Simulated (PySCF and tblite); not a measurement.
The numbers below are computed, except where a source is named.
C₄H₆O, numbered as in [CH2:1]=[C:2]([CH3:3])[CH:4]=[O:5].

Search: ETKDG and KDG, MMFF94s, GFN2-xTB, 90 starts; geometries at PBE0-D3(BJ)/def2-SVP. Free energies are PBE0-D3(BJ)/def2-TZVP single points with GFN2-xTB rigid-rotor and vibrational terms (modes under about 100 cm⁻¹ blended into free rotors). Symmetry numbers and mirror images are counted. Conformers within 4 kcal/mol (GFN2-xTB free energy) were kept, 5 at most. GIAO shieldings: PBE0/pcSseg-1. Shifts are against TMS (¹H), TMS (¹³C) at the same level; of two unlike H on one atom, a is the less shielded. Codes: tblite and PySCF.

Q: What shifts does this protocol give at 298.15 K under fast conformational exchange?

A: ¹H: 9.46 (H4, 1H), 6.49 (H1a, 1H), 6.02 (H1b, 1H), 1.88 (H3, 3H) ppm. ¹³C: 196.7 (C4), 155.0 (C2), 141.6 (C1), 17.3 (C3) ppm.

Q: How do the conformers differ?

A: Torsions listed: C3–C2–C4–O5.
```csv
conformer,shape,weight %
1,1°,99.8
2,-179°,0.2
```

| signal | 1 | 2 | average |
| --- | --- | --- | --- |
| H1a | 6.49 | 5.66 | 6.49 |
| H1b | 6.02 | 6.64 | 6.02 |
| H3 | 1.88 | 2.07 | 1.88 |
| H4 | 9.46 | 9.50 | 9.46 |
| C1 | 141.7 | 132.2 | 141.6 |
| C2 | 155.0 | 146.0 | 155.0 |
| C3 | 17.3 | 20.6 | 17.3 |
| C4 | 196.8 | 193.9 | 196.7 |

Shifts are unscaled: against experiment ¹³C can be off by 15 ppm or more and ¹H by 0.8 ppm.
